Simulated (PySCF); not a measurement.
A PySCF script (with the pyscf-properties extension) for the NMR shieldings of `InChI=1S/C4H10P2/c1-3-6(5)4-2/h3H,1,4-5H2,2H3/p+1/t6-/m1/s1`, on a GFN2-xTB geometry:

```python
import basis_set_exchange as bse
import numpy as np
from pyscf import gto, dft
from pyscf.prop import nmr

atoms = """
C     2.483441   -1.543168    0.032928
C     1.550791   -0.853923   -0.607908
P     0.313093    0.139845    0.247186
P     0.445098    2.295791    0.104453
C    -1.362526   -0.410416   -0.231181
C    -2.423477    0.442514    0.457001
H     3.210450   -2.131887   -0.502285
H     2.556582   -1.555567    1.109325
H     1.481262   -0.836292   -1.689240
H     0.450232   -0.191350    1.584465
H     1.843230    2.263521    0.184198
H     0.442162    2.232798   -1.298004
H    -1.444686   -0.334135   -1.320469
H    -1.460780   -1.465940    0.039893
H    -2.313478    0.410922    1.539807
H    -3.413511    0.068223    0.208064
H    -2.364882    1.481095    0.131856
"""
names = dict.fromkeys(["C", "P", "H"], "pcSseg-1")
basis = {el: gto.basis.parse(bse.get_basis(n, elements=[el], fmt="nwchem")) for el, n in names.items()}
mol = gto.M(atom=atoms, basis=basis, charge=1, verbose=0)
mf = dft.RKS(mol, xc="PBE0")
mf.grids.level = 2
mf.grids.alignment = dft.numint.BLKSIZE   # the property module wants whole blocks of grid points
mf.conv_tol = 1e-9
mf.kernel()

calc = nmr.RKS(mf)   # GIAO
C = mf.mo_coeff
Co = C[:, mf.mo_occ > 0]
resp = mf.gen_response(singlet=True, hermi=2)
def vind(x):   # induced exchange potential for any number of trial vectors
    d = np.einsum("pi,xij,qj->xpq", C, 2 * x.reshape(-1, C.shape[1], Co.shape[1]), Co, optimize=True)
    return np.einsum("xpq,pi,qj->xij", resp(d - d.transpose(0, 2, 1)), C, Co, optimize=True).ravel()
mo1, _ = nmr.rhf.solve_mo1(calc, with_cphf=vind)
sigma = calc.kernel(mo1)
for i, s in enumerate(sigma):   # ppm
    print("%2d %-2s %9.2f" % (i, mol.atom_pure_symbol(i), np.trace(s) / 3))
```

Question: What are the results?

Answer: 
```
 0 C      31.40
 1 C      61.37
 2 P     324.36
 3 P     543.48
 4 C     164.65
 5 C     175.45
 6 H      24.40
 7 H      24.68
 8 H      25.45
 9 H      26.01
10 H      28.44
11 H      28.43
12 H      29.32
13 H      28.92
14 H      30.46
15 H      29.43
16 H      30.37
```

These numbers come from an equivalent density-fitted implementation of the same equations, which agrees with the script to about 0.01 ppm for H and up to a few tenths of a ppm for heavy atoms, so last digits may differ.

Question: Turn these shieldings into chemical shifts. References, each an isolated molecule treated in the same way: TMS for 13C (186.93 ppm), 1H (31.72 ppm); 31P (318.38 ppm) against H3PO4.

Answer: Averaging equivalent atoms: C 0: 155.5; C 1: 125.6; C 4: 22.3; C 5: 11.5; P 2: -6.0; P 3: -225.1; H 6: 7.32; H 7: 7.04; H 8: 6.27; H 9: 5.70; H 10/11: 3.28; H 13: 2.80; H 12: 2.40; H 14/15/16: 1.63 ppm. Experimental scales use liquid or dissolved standards, which lie at an offset from isolated H3PO4.

Size and cost of the density-fitted run: 171 basis functions, 31 s wall time on 1 thread of an Arm Neoverse V1, shared host; peak memory 0.78 GiB.
